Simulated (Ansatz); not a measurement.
# HSO+ (SMILES [OH+]=S): single points off equilibrium

Aim: energy, forces and dipole at a structure displaced at random from a GFN2-xTB minimum, from CCSD(T) and from density functionals.

The runs use Ansatz 0.2.0, Gaussian basis; single points in def2-TZVPP.

Correlated methods freeze the cores. B3LYP uses VWN-RPA correlation.

## Step 1: Where the work starts

3 atoms, charge 1, spin multiplicity 1.

Atoms are counted from 1 here; the program's logs count them from 0.

Bond lengths: O1–S2 1.486 Å, O1–H3 1.165 Å. Angles: S2–O1–H3 120.0°.

Coordinates:

```xyz
3

O     0.1823   -0.4172    0.1644
S     0.6958    0.9271    0.5352
H    -0.7904   -0.5152   -0.4691
```

## Step 2: CCSD(T)/def2-TZVPP

The input, run/in.yaml:

```yaml
crystal:
  periodic: [false, false, false]
  atoms:
    - {symbol: O, position_ang: [0.182300, -0.417200, 0.164400]}
    - {symbol: S, position_ang: [0.695800, 0.927100, 0.535200]}
    - {symbol: H, position_ang: [-0.790400, -0.515200, -0.469100]}
basis:
  gaussian: {orbitals: def2-TZVPP}
total_charge: 1
correlation: {method: ccsd_t}
output: {forces: true}
```

The command line of these runs was not kept.

## Step 3: PBE0-D4/def2-TZVPP

run/in.yaml, as its differences from that of step 2:

```diff
@@ -9,3 +9,3 @@
 total_charge: 1
-correlation: {method: ccsd_t}
-output: {forces: true}
+hamiltonian: {xc: pbe0, dispersion: d4}
+output: {forces: true, orbitals: {seedname: orbitals}}
```

## Step 4: wB97M-V/def2-TZVPP

run/in.yaml, as its differences from that of step 3:

```diff
@@ -9,3 +9,3 @@
 total_charge: 1
-hamiltonian: {xc: pbe0, dispersion: d4}
-output: {forces: true, orbitals: {seedname: orbitals}}
+hamiltonian: {xc: {name: wB97M-V}}
+output: {forces: true}
```

## Step 5: r2SCAN-D4/def2-TZVPP

run/in.yaml, as its differences from that of step 4:

```diff
@@ -9,3 +9,3 @@
 total_charge: 1
-hamiltonian: {xc: {name: wB97M-V}}
+hamiltonian: {xc: r2scan, dispersion: d4}
 output: {forces: true}
```

## Step 6: PBE-D4/def2-TZVPP

run/in.yaml, as its differences from that of step 5:

```diff
@@ -9,3 +9,3 @@
 total_charge: 1
-hamiltonian: {xc: r2scan, dispersion: d4}
+hamiltonian: {xc: pbe, dispersion: d4}
 output: {forces: true}
```

## Step 7: B3LYP-D4/def2-TZVPP

run/in.yaml, as its differences from that of step 6:

```diff
@@ -9,3 +9,3 @@
 total_charge: 1
-hamiltonian: {xc: pbe, dispersion: d4}
+hamiltonian: {xc: {name: B3LYP}, dispersion: d4}
 output: {forces: true}
```

## Step 8: SPW92/def2-TZVPP

run/in.yaml, as its differences from that of step 7:

```diff
@@ -9,3 +9,3 @@
 total_charge: 1
-hamiltonian: {xc: {name: B3LYP}, dispersion: d4}
+hamiltonian: {xc: lda}
 output: {forces: true}
```

(Steps that only read results are left out.)

**Question.** What will these runs give? Wanted: energy less free atoms, CCSD(T)/def2-TZVPP; RMS force component; RMS force error; HOMO and LUMO, PBE0-D4; T1 diagnostic.

As calculated:

```
                                  quantity                                                                                          value
energy less free atoms, CCSD(T)/def2-TZVPP                                                                                  64.7 kcal/mol
                       RMS force component                                                           1.967 to 2.466 eV/Å over the methods
                           RMS force error  PBE0-D4 0.457, wB97M-V 0.411, r2SCAN-D4 0.288, PBE-D4 0.322, B3LYP-D4 0.287, SPW92 0.508 eV/Å
                    HOMO and LUMO, PBE0-D4                                                                           -14.87 and -12.59 eV
                             T1 diagnostic                                                                                          0.023
```

Against CCSD(T) the functionals' energies less atoms differ by -56.3 to -1.1 kcal/mol, PBE-D4 by -18.6 kcal/mol. CCSD(T) in triple zeta still lacks some correlation energy of the bonds, so part of these gaps is its own basis error and they don't rank the functionals. The forces of B3LYP-D4 come nearest to CCSD(T), those of SPW92 are farthest. Frozen-core CCSD(T) forces in triple zeta carry basis errors of their own, and this is one geometry, so small gaps rank nothing. The restricted Hartree–Fock reference is unstable towards an unrestricted one at one or more of these structures.
